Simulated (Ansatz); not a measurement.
hcp Ru

Computed with r²SCAN in Ansatz (PAW).

Numerical settings: plane-wave cutoff 500 eV, 20×14×1 k mesh (along the axes of the cell as run), Fermi–Dirac smearing 0.1 eV, scalar-relativistic PAW data made under PBE.

Cell: relaxed at this level.

```
Quantity                               Result
----------------------------------  ---------
surface energy of the (10-10) face  3.22 J/m²
work function of the (10-10) face     4.78 eV
```

The slab of 12 atoms is relaxed and unreconstructed.

The computed numbers hold no vibrational or temperature effects.

Ansatz is a program for electronic structure.
